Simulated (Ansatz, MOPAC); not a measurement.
Reaction (SMILES): C1CCS1 + 3 C (CH4) + S (H2S) -> 2 CC (C2H6) [ethane] + 2 CS (CH4S) [methanethiol]

Wanted: bond separation energy (enthalpy at 298 K), in kcal/mol. Conventions: dispersion terms only where a functional's name holds one; non-relativistic; spin-orbit terms left out. Ab initio and DFT rows: single points at B3LYP-D3(BJ) geometries (Ansatz, a first-principles code), with unscaled harmonic terms from B3LYP/6-31G* (Ansatz) at its own minima. Semi-empirical rows: MOPAC heats of formation at their own minima for 298 K.

| species | coefficient | E at B3LYP/STO-3G (Ansatz), Eh | E at PBE/def2-TZVPD (Ansatz), Eh | H(298 K) - E, kcal/mol | heat of formation at PM6 (MOPAC), kcal/mol |
|---|---|---|---|---|---|
| C1CSC1 | -1 | -510.29026 | -515.81657 | 56.55 | 4.75 |
| C (CH4) | -3 | -40.03875 | -40.46301 | 30.76 | -12.29 |
| CC (C2H6) | +2 | -78.88511 | -79.73096 | 49.98 | -15.82 |
| CS (CH4S) | +2 | -433.80685 | -438.49519 | 31.95 | -3.37 |
| S (H2S) | -1 | -394.95253 | -399.22829 | 11.88 | -1.69 |

Measured values: Active Thermochemical Tables 1.112 (ions: stationary electron), as tabulated in the package chemicals; CRC Handbook, as tabulated in the package chemicals; G2/97 table in ASE (Curtiss et al.); they hold spin-orbit and core effects, anharmonicity.  Value to compare with, the measured value: -7.2 kcal/mol. 1 Eh = 627.5095 kcal/mol.

Q: Work the quantity out at each level, and compare with the measured value.

A: 
- B3LYP/STO-3G: the sum of coefficient times E is -0.02488 Eh, or -15.61 kcal/mol; the thermal terms add 3.15. Result: -12.5 kcal/mol. Its error against the measured value is -5.3 kcal/mol.
- PBE/def2-TZVPD: the sum of coefficient times E is -0.01841 Eh, or -11.55 kcal/mol; the thermal terms add 3.15. Result: -8.4 kcal/mol. Its error against the measured value is -1.2 kcal/mol.
- PM6: the sum of coefficient times heat of formation is -4.57 kcal/mol; it needs no thermal term. Its error against the measured value is 2.6 kcal/mol.
